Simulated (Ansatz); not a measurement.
Results of r²SCAN in Ansatz (plane waves, PAW) for bcc Fe.

Settings: plane-wave cutoff 500 eV, 26×26×26 k mesh, Fermi–Dirac smearing 0.1 eV, no spin polarisation, no spin polarisation, scalar-relativistic PAW data made under PBE.

Computed at the level's own relaxed cell.

Problem. What does this level give for the volume per atom and lattice constant a?

Solution. 
- volume per atom = 10.18 Å³/atom
- lattice constant a = 2.730 Å

Measured, for comparison: equilibrium volume per atom 11.61 Å³/atom, lattice constant a 2.853 Å (static lattice: zero-point anharmonic expansion removed; as tabulated in Mejia-Rodriguez and Trickey (2018), arXiv:1807.09216). Computed (rounded) less measured: equilibrium volume per atom -12.3 %, lattice constant a -4.3 %.

Computed values are for the static lattice.

The result took very roughly 5 core-minutes.

Ansatz is an electronic-structure program.
